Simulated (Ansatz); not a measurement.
Saddle point of BH₂ClO, closed shell (BH₂ClO ([OH][BH][Cl]) → BHO ([BH][O]) + HCl; bonds formed: Cl2–H4; bonds broken: B1–Cl2, O3–H4), PBE0-D4/def2-TZVP structure:

B1  (-0.352, -0.019, -0.570)
Cl2  (0.985, 0.842, 1.067)
O3  (-0.449, -1.121, 0.008)
H4  (0.347, -0.490, 0.904)
H5  (-0.532, 0.787, -1.409)
(Å)

Energies are electronic, without zero-point energy. Barriers and step energies count from the start structure reached by relaxing down the imaginary mode; all methods use the PBE0-D4 structures, on which another method's saddle can fall below an end. Program: Ansatz 0.2.0. Basis: def2-TZVPP, with def2-QZVPP for the basis limit. Cores are frozen in the correlated methods. B3LYP uses VWN-RPA correlation. Extrapolation: Hartree–Fock as exp(−7.88 √X), correlation as X^−2.97.

```csv
method,barrier (kcal/mol),step energy (kcal/mol)
SPW92,44.06,36.62
PBE-D4,?,30.65
BLYP-D4,44.39,25.37
r2SCAN-D4,48.28,32.66
B97M-V,52.11,31.51
PBE0-D4,50.30,33.79
B3LYP-D4,49.07,28.61
r2SCAN0-D4,52.09,34.85
BHLYP-D4,55.21,32.04
CAM-B3LYP-D4,51.20,29.81
wB97X-V,52.30,31.75
wB97M-V,50.63,30.73
B2PLYP,49.95,27.83
PBE-QIDH,52.88,33.59
RPA on PBE,?,27.10
HF,?,31.30
MP2,50.32,28.61
CCSD,54.45,29.72
CCSD(T),51.83,29.07
```

(1) Fill in the withheld barriers. (An estimate is asked for; the value comes from the calculation.)

The T1 diagnostic stays at or below 0.018.

Results:

(1) Computed: RPA on PBE 50.46; PBE-D4 44.81; HF 62.75 kcal/mol. Each is the energy of the saddle less that of the start structure, by the same method.

For comparison, the barrier by CCSD(T) at an estimated basis limit (MP2 extrapolated from triple and quadruple zeta, plus CCSD(T) − MP2 in triple zeta) is 51.29 kcal/mol.

Labels in which every atom is bracketed show which atoms are joined, not bond orders.

For scale, one of the runs: CCSD(T)/def2-TZVPP, 132 basis functions, launched by `ansatz run in.yaml --threads 2 --pin off --events-out ev --progress --plain --max-ram 4352MiB`. Hardware: 2 CPU threads of an Arm Neoverse V1, shared host. Wall time 8.5 s; peak host memory 0.66 GiB.
